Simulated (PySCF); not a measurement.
**Simulated absorption spectrum**

C₃H₆F₂.
Numbering: `[CH3:1][C@H:2]([F:3])[CH2:4][F:5]` (hydrogens: H6, H7, H8 on C1; H9 on C2; H10, H11 on C4)

The calculation used TDDFT CAM-B3LYP/def2-SVPD, vertical, gas phase, core orbitals frozen in the response (PySCF). Isolated species at its GFN2-xTB geometry (one conformer only). Torsions of this conformer, `[CH3:1][C@H:2]([F:3])[CH2:4][F:5]`: C1–C2–C4–F5 -70°.

Computed states:

| state | E (eV) | f |
| --- | --- | --- |
| S1 | 9.08 | 0.0097 |
| S2 | 9.24 | 0.017 |
| S3 | 9.32 | 0.0085 |
| S4 | 9.41 | 0.014 |
| S5 | 10.02 | 0.018 |
| S6 | 10.04 | 0.031 |
| S7 | 10.11 | 0.0053 |
| S8 | 10.18 | 0.053 |

Broadening: Gaussians 0.5 eV wide at half height, area fixed by f = 4.319×10⁻⁹ ∫ε dν̃. The width is an assumption, not a result. The curve ends short of the highest state used, and states not computed would add to its high-energy end.

Task: Give the broadened spectrum and its maxima.

Result: 
| E (eV) | ε (L mol⁻¹ cm⁻¹) |
| --- | --- |
| 8.33 | 1 |
| 8.36 | 2 |
| 8.38 | 2 |
| 8.40 | 3 |
| 8.43 | 5 |
| 8.45 | 7 |
| 8.47 | 9 |
| 8.49 | 12 |
| 8.52 | 19 |
| 8.54 | 24 |
| 8.56 | 31 |
| 8.58 | 40 |
| 8.61 | 56 |
| 8.63 | 70 |
| 8.65 | 88 |
| 8.67 | 108 |
| 8.70 | 146 |
| 8.72 | 177 |
| 8.74 | 213 |
| 8.76 | 254 |
| 8.79 | 327 |
| 8.81 | 383 |
| 8.83 | 447 |
| 8.85 | 517 |
| 8.88 | 634 |
| 8.90 | 721 |
| 8.92 | 814 |
| 8.95 | 965 |
| 8.97 | 1072 |
| 8.99 | 1182 |
| 9.01 | 1296 |
| 9.04 | 1469 |
| 9.06 | 1584 |
| 9.08 | 1697 |
| 9.10 | 1806 |
| 9.13 | 1959 |
| 9.15 | 2052 |
| 9.17 | 2135 |
| 9.19 | 2206 |
| 9.22 | 2290 |
| 9.24 | 2328 |
| 9.26 | 2352 |
| 9.28 | 2360 |
| 9.31 | 2344 |
| 9.33 | 2315 |
| 9.35 | 2271 |
| 9.37 | 2215 |
| 9.40 | 2110 |
| 9.42 | 2030 |
| 9.44 | 1943 |
| 9.47 | 1807 |
| 9.49 | 1717 |
| 9.51 | 1630 |
| 9.53 | 1550 |
| 9.56 | 1449 |
| 9.58 | 1399 |

Maxima: 134 nm (9.28 eV), ε about 2400, made up of S1 (14%), S2 (39%), S3 (19%) and S4 (27%) (ε in L mol⁻¹ cm⁻¹; maxima over ε = 5, shares over 10%).

Task: What would ε be at 9.28 eV, the highest of these maxima, with half the width (0.25 eV)?

Result: About 3570 L mol⁻¹ cm⁻¹ against 2360, a factor of about 1.5; a lone state at its own centre would give exactly 2.

Task: Coming from long wavelengths, where does ε first pass 100 L mol⁻¹ cm⁻¹?

Result: At about 143 nm (8.66 eV), 0.42 eV below S1.
